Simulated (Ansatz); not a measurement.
Below is the output of a Python script on the Ansatz DFT code, driven from Python that makes harmonic frequencies at the relaxed geometry of H2MgOS, SMILES [OH][Mg][SH]. Write a script that gives it. Settings (for the species named): r2SCAN, cc-pVDZ basis, multiplicity 1, D3BJ dispersion.

```xyz
5

O    -1.6904   -1.3695    0.2304
Mg   -0.4282    0.1149   -0.2283
S     1.1429    1.8746   -0.7839
H    -1.1271   -2.0040    0.6789
H     2.1527    1.3103    0.0615
```

`python h2mgos.py` gives:
```text
DeckWarning: the engine holds no damping parameters fitted to this dispersion correction and functional, so the run takes those fitted to r2scan beside the three-body term, which d3bj leaves out (hamiltonian.dispersion, under Limitations)
step   1  E = -18358.875101 eV  max force 2.1465 eV/A
step   2  E = -18359.206125 eV  max force 1.1769 eV/A
step   3  E = -18359.279691 eV  max force 0.7536 eV/A
step   4  E = -18359.309301 eV  max force 0.4691 eV/A
step   5  E = -18359.323054 eV  max force 0.7901 eV/A
step   6  E = -18359.337059 eV  max force 0.2643 eV/A
step   7  E = -18359.235410 eV  max force 2.8555 eV/A
step   8  E = -18359.343108 eV  max force 0.1383 eV/A
step   9  E = -18359.347069 eV  max force 0.0253 eV/A
step  10  E = -18359.347028 eV  max force 0.0643 eV/A
step  11  E = -18359.347817 eV  max force 0.0195 eV/A
step  12  E = -18359.347839 eV  max force 0.0132 eV/A
step  13  E = -18359.348148 eV  max force 0.0054 eV/A
step  14  E = -18359.347875 eV  max force 0.1379 eV/A
step  15  E = -18359.348197 eV  max force 0.0017 eV/A
step  16  E = -18359.348208 eV  max force 0.0114 eV/A
step  17  E = -18359.348211 eV  max force 0.0036 eV/A
step  18  E = -18359.348212 eV  max force 0.0014 eV/A
bond        before    after (A)
O0-Mg1       2.0017   1.7802
O0-H3        0.9597   0.9575
Mg1-S2       2.4235   2.2975
S2-H4        1.4328   1.3590
frequencies (1/cm): 110 124 132 225 376 525 821 2670 3972
imaginary modes: 0  zero-point energy: 0.5551 eV
T (K)   F_vib (eV)   S_vib (meV/K)   C_vib (meV/K)
 100.0      0.5497        0.1625          0.2537
 200.0      0.5217        0.3887          0.3982
 300.0      0.4736        0.5662          0.4750
 400.0      0.4096        0.7094          0.5190
 500.0      0.3325        0.8284          0.5465
```
(Warnings from the package without file and line.)

One script that gives this output:

`h2mgos.py`
```python
"""Vibrations of H2MgOS."""

import ansatz
from ase import Atoms
import numpy as np

atoms = Atoms(["O", "Mg", "S", "H", "H"], positions=[
    (-1.6904, -1.3695, 0.2304),
    (-0.4282, 0.1149, -0.2283),
    (1.1429, 1.8746, -0.7839),
    (-1.1271, -2.004, 0.6789),
    (2.1527, 1.3103, 0.0615),
])
mol = ansatz.Crystal.molecule_from_ase(atoms)

setup = mol.calculation()
setup = setup.basis(gaussian="cc-pVDZ").functional("r2scan", dispersion="d3bj")
symbols = [site.symbol for site in mol.cartesian_sites]
start = np.array([site.position_ang for site in mol.cartesian_sites], dtype=float)
def progress(event):
    if event["event"] == "relax_step":
        row = event["data"]
        print(f"step {row['step']:3d}  E = {row['lagrangian_ev']:.6f} eV  max force {row['allowed_force_max_ev_ang']:.4f} eV/A")


r = setup.relax(force_tolerance=0.003).session().plan().execute(on_event=progress).report
end = np.array(r["positions_ang"])

print("bond        before    after (A)")
for i, j in [(0, 1), (0, 3), (1, 2), (2, 4)]:
    d0, d1 = (np.linalg.norm(xyz[i] - xyz[j]) for xyz in (start, end))
    print(f"{symbols[i]}{i}-{symbols[j]}{j}".ljust(10), f"{d0:8.4f} {d1:8.4f}")

# frequencies need a stationary point, so they are taken at the relaxed geometry
minimum = ansatz.Crystal.molecule()
for symbol, xyz in zip(symbols, end):
    minimum = minimum.atom(symbol, xyz.tolist())
vibrating = (
    minimum.calculation()
    .basis(gaussian="cc-pVDZ")
    .functional("r2scan", dispersion="d3bj")  # exchange and correlation
    .phonons(temperatures=(100, 500, 100))
)
vib = vibrating.run().report["vibrations"]
sums = vib["harmonic_sums"]
modes = [m["omega_inv_cm"] for m in sums["modes_at_gamma"] if m["rigid_motion"] == "no"]
print("frequencies (1/cm):", " ".join(f"{w:.0f}" for w in modes))
print("imaginary modes:", sum(w < 0 for w in modes), " zero-point energy:", round(sums["zero_point_energy_ev"], 4), "eV")
print("T (K)   F_vib (eV)   S_vib (meV/K)   C_vib (meV/K)")
for row in zip(sums["temperatures_k"], sums["vibrational_free_energy_ev"], vib["entropy_ev_per_k"], vib["heat_capacity_ev_per_k"]):
    print(f"{row[0]:6.1f} {row[1]:11.4f} {1000 * row[2]:13.4f} {1000 * row[3]:15.4f}")
```

What to keep in mind:
- The settings weren't tested for convergence.
- The frequencies are harmonic and unscaled, in a modest basis. The result belongs to the one conformer reached from this start, and soft torsions count as harmonic oscillators.
- A dispersion term here runs with damping parameters fitted for another variant or functional.
- Timing: 2 min on 1 thread of Arm Neoverse V1, with other jobs on the host, peak memory 0.21 GiB.

(A comment or docstring line of the script was reworded after the run, the code is as it ran; lines on the test bed's own set-up are left out of the output.)
